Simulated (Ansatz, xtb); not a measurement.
Molecule: formaldehyde, CH2O, charge 0, multiplicity 1. 
Geometry from a B3LYP-D3(BJ)/def2-TZVP (Ansatz, an electronic-structure program) optimisation:
```
C
O 1 1.1989
H 1 1.1075 2 122.05
H 1 1.1075 3 115.91 2 180.00
```

Harmonic wavenumbers from GFN2-xTB (xtb, at its own minimum), cm⁻¹: 1085, 1203, 1489, 1807, 2792, 2839.

**Question.** Give the harmonic wavenumbers at B3LYP-D3(BJ)/def2-TZVP (Ansatz, finite differences of forces, unscaled).

**Answer.** 1202, 1267, 1535, 1820, 2882, 2937 cm⁻¹. Zero-point energy 16.6 kcal/mol.

**Question.** From these and the geometry, give the ideal-gas thermochemistry at 298.15 K and 1 atm (rigid rotor, harmonic oscillator).

**Answer.** Point group C2v, rotational symmetry number 2. Rotational constants 284.5, 39.16, 34.42 GHz. S(trans) 36.13, S(rot) 16.00, S(vib) 0.09, S(elec, spin only) 0.00, S 52.2 cal/(mol K). H(298) - H(0) 2.39 kcal/mol; G - E(el) 3.5 kcal/mol. Tabulated S at 1 bar: 52.3 cal/(mol K) (CRC Handbook, as tabulated in the package chemicals).
